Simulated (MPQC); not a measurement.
# C2H2N (SMILES [CH2]C#N) at 3 levels

Wanted: a comparison of 3 runs (UHF/def2-SVP, UBP86/def2-SVP, UPBE0/def2-SVP) of C2H2N. 

Program for the calculation: MPQC 2.3.1.

## (1) The system as given

C2H2N has 5 atoms, charge 0, and is taken as a doublet. As SMILES, `[CH2]C#N`. Geometry: relaxed at PBE0-D4/def2-TZVP.

Bond lengths: C1–C2 1.376 Å, C2–N3 1.165 Å, C1–H4 1.081 Å, C1–H5 1.081 Å. Angles: C1–C2–N3 180.0°, C2–C1–H4 120.0°, C2–C1–H5 120.0°, H4–C1–H5 119.9°.

## (2) Energy and forces at UHF/def2-SVP (run 1)

The input, mol.in:

```
% emacs should use -*- KeyVal -*- mode
molecule<Molecule>: (
    symmetry = c1
    unit = angstrom
    { atoms geometry } = {
        C  [ -0.303900 0.342000 -0.317400 ]
        C  [ 0.458100 -0.524000 0.433100 ]
        N  [ 1.103000 -1.256900 1.068300 ]
        H  [ -1.157100 -0.027100 -0.869600 ]
        H  [ -0.050200 1.392300 -0.355600 ]
    }
)
basis<GaussianBasisSet>: (
    name = "def2-SVP"
    molecule = $:molecule
    basisdir = "."
    puream = yes
)
mpqc: (
    checkpoint = no
    savestate = no
    restart = no
    do_energy = yes
    do_gradient = yes
    optimize = no
    mole<UHF>: (
        molecule = $:molecule
        basis = $:basis
        total_charge = 0
        multiplicity = 2
        memory = 1000000000
        print_evals = yes
        print_npa = yes
        maxiter = 120
        value_accuracy = 1e-08
        guess_wavefunction<UHF>: (
            molecule = $:molecule
            total_charge = 0
            multiplicity = 2
            memory = 1000000000
            value_accuracy = 1e-3
            basis<GaussianBasisSet>: (
                name = "MINI (Huzinaga)"
                molecule = $:molecule
            )
        )
    )
)
```

The basis set def2-SVP is read from a file made from the Basis Set Exchange's data (not shown).

On the command line:

```bash
$ mpqc mol.in > mol.out
```

The log of the run:

```text
MPQC: Massively Parallel Quantum Chemistry
[...]
  <S^2>      = 0.935660
  total scf energy = -131.2040560101
[...]
Value of the MolecularEnergy: -131.2040560101
  Gradient of the MolecularEnergy:
      1    0.0076603470
      2   -0.0086352917
      3    0.0075295298
      4   -0.0140056550
      5    0.0159140479
      6   -0.0137962336
      7    0.0064075968
      8   -0.0072810187
      9    0.0063124309
     10   -0.0002021126
     11   -0.0002004103
     12   -0.0001060620
[...]
      symmetry = c1
[...]
      nbasis = 52
[...]
    nalpha = 11
    nbeta = 10
[...]
```

Wall time 4.8 s (1 thread of Arm Neoverse V2, shared host); peak memory 0.26 GiB.

## (3) Energy and forces at UBP86/def2-SVP (run 2)

The input, run.in:

```
% C2H2N
molecule<Molecule>: (
  symmetry = c1
  unit = bohr
  { atoms geometry } = {
    C  [ -0.57428777   0.64628633  -0.59979907 ]
    C  [ 0.86568354  -0.99021649   0.81844038 ]
    N  [ 2.08436792  -2.37519677   2.01879442 ]
    H  [ -2.18660210  -0.05121158  -1.64330584 ]
    H  [ -0.09486425   2.63106568  -0.67198661 ]
  }
)
basis<GaussianBasisSet>: (
  name = "def2-SVP"
  molecule = $:molecule
  basisdir = "."
  puream = yes
)
mpqc: (
  checkpoint = no
  savestate = no
  restart = no
  do_energy = yes
  do_gradient = yes
  optimize = no
  mole<UKS>: (
    molecule = $:molecule
    basis = $:basis
    total_charge = 0
    multiplicity = 2
    memory = 1000000000
    print_evals = yes
    print_npa = yes
    maxiter = 120
    value_accuracy = 1e-08
    functional<StdDenFunctional>: ( name = "BP86" )
    integrator<RadialAngularIntegrator>: ( grid = xfine )
    guess_wavefunction<ExtendedHuckelWfn>: (
      molecule = $:molecule
      total_charge = 0
      multiplicity = 2
      basis<GaussianBasisSet>: (
        name = "STO-3G"
        molecule = $:molecule
      )
    )
  )
)
```

The basis set def2-SVP is read from a file made from the Basis Set Exchange's data (not shown).

On the command line:

```bash
$ mpqc -o run.out run.in
```

The log of the run:

```text
MPQC: Massively Parallel Quantum Chemistry
[...]
  USCF::init: total charge = 0
[...]
  Integrated electron density error = 0.000178887937
  iter     1 energy = -121.8247567488 delta = 1.13028e-01
  Integrated electron density error = 0.000031293301
  iter     2 energy = -127.2932575335 delta = 1.19058e-01
[...]
  Integrated electron density error = -0.000000090682
  iter    34 energy = -131.9910367010 delta = 2.72604e-08
  Integrated electron density error = -0.000000090681
  iter    35 energy = -131.9910367010 delta = 1.55146e-08
  Integrated electron density error = -0.000000090682
  iter    36 energy = -131.9910367010 delta = 2.49202e-08
[...]
  <S^2>      = 0.758806
  total scf energy = -131.9910367010
[...]
  Integrated electron density error = -0.000000091699
  Total Gradient:
[...]
Value of the MolecularEnergy: -131.9910367010
  Gradient of the MolecularEnergy:
      1   -0.0004904767
      2    0.0006247344
      3   -0.0004969314
      4    0.0199887359
      5   -0.0227178743
      6    0.0196871550
      7   -0.0277809710
      8    0.0315719076
      9   -0.0273624918
     10    0.0108873560
     11    0.0039288141
     12    0.0072149144
[...]
        symmetry = c1
[...]
        nbasis = 52
[...]
      nalpha = 11
      nbeta = 10
[...]
```

Wall time 47 s (1 thread of Arm Neoverse V2, shared host); peak memory 0.28 GiB.

## (4) Energy and forces at UPBE0/def2-SVP (run 3)

The input, mol.in:

```
molecule<Molecule>: (
  symmetry = c1
  unit = angstrom
  { atoms geometry } = {
    C  [ -0.303900 0.342000 -0.317400 ]
    C  [ 0.458100 -0.524000 0.433100 ]
    N  [ 1.103000 -1.256900 1.068300 ]
    H  [ -1.157100 -0.027100 -0.869600 ]
    H  [ -0.050200 1.392300 -0.355600 ]
  }
)
basis<GaussianBasisSet>: (
  name = "def2-SVP"
  molecule = $:molecule
  basisdir = "."
  puream = yes
)
mpqc: (
  checkpoint = no
  savestate = no
  restart = no
  do_energy = yes
  do_gradient = yes
  optimize = no
  mole<UKS>: (
    molecule = $:molecule
    basis = $:basis
    total_charge = 0
    multiplicity = 2
    memory = 1000000000
    print_evals = yes
    print_npa = yes
    maxiter = 120
    value_accuracy = 1e-08
    functional<SumDenFunctional>: (
      a0 = 0.25
      coefs = [ 0.75 1 ]
      funcs: [ <PBEXFunctional>: () <PBECFunctional>: () ]
    )
    integrator<RadialAngularIntegrator>: ( grid = xfine )
    guess_wavefunction<ExtendedHuckelWfn>: (
      molecule = $:molecule
      total_charge = 0
      multiplicity = 2
      basis<GaussianBasisSet>: (
        name = "STO-3G"
        molecule = $:molecule
      )
    )
  )
)
```

The basis set def2-SVP is read from a file made from the Basis Set Exchange's data (not shown).

On the command line:

```bash
$ mpqc mol.in > mol.out
```

The log of the run:

```text
MPQC: Massively Parallel Quantum Chemistry
[...]
  USCF::init: total charge = 0
[...]
  Integrated electron density error = 0.000178887646
  iter     1 energy = -121.5853008520 delta = 1.13028e-01
  Integrated electron density error = 0.000042714292
  iter     2 energy = -128.3140405474 delta = 1.01406e-01
[...]
  Integrated electron density error = -0.000000090854
  iter    26 energy = -131.8337025535 delta = 4.96804e-08
  Integrated electron density error = -0.000000090855
  iter    27 energy = -131.8337025535 delta = 2.56704e-08
  Integrated electron density error = -0.000000090854
  iter    28 energy = -131.8337025535 delta = 2.23909e-08
[...]
  <S^2>      = 0.772256
  total scf energy = -131.8337025535
[...]
  Integrated electron density error = -0.000000091941
  Total Gradient:
[...]
Value of the MolecularEnergy: -131.8337025535
  Gradient of the MolecularEnergy:
      1    0.0000099383
      2    0.0000575011
      3   -0.0000044570
      4    0.0051282396
      5   -0.0058301232
      6    0.0050500674
      7   -0.0096847874
      8    0.0110067600
      9   -0.0095386168
     10    0.0060912165
     11    0.0022964943
     12    0.0040155505
[...]
        symmetry = c1
[...]
        nbasis = 52
[...]
      nalpha = 11
      nbeta = 10
[...]
```

Wall time 35 s (1 thread of Arm Neoverse V2, shared host); peak memory 0.23 GiB.

## (5) Overview of the runs

```csv
run,level,starting guess,integration grid,energy (Eh),⟨S²⟩,largest force (eV/Å),wall time
1,UHF/def2-SVP,MINI (Huzinaga),–,-131.204056,0.936,1.301,4.8 s
2,UBP86/def2-SVP,huckel STO-3G,xfine,-131.991037,0.759,2.580,47 s
3,UPBE0/def2-SVP,huckel STO-3G,xfine,-131.833703,0.772,0.899,35 s
```

## (6) Results

```
                       quantity          value
            run 3: total energy  -131.83370 Eh
                    run 3: ⟨S²⟩          0.772
run 3: largest force on an atom     0.899 eV/Å
```

**Reading.** Totals of different functionals can't be ranked against each other. Spin contamination of the reference: run 1 ⟨S²⟩ = 0.94. All runs together took 86 s, the longest 47 s.
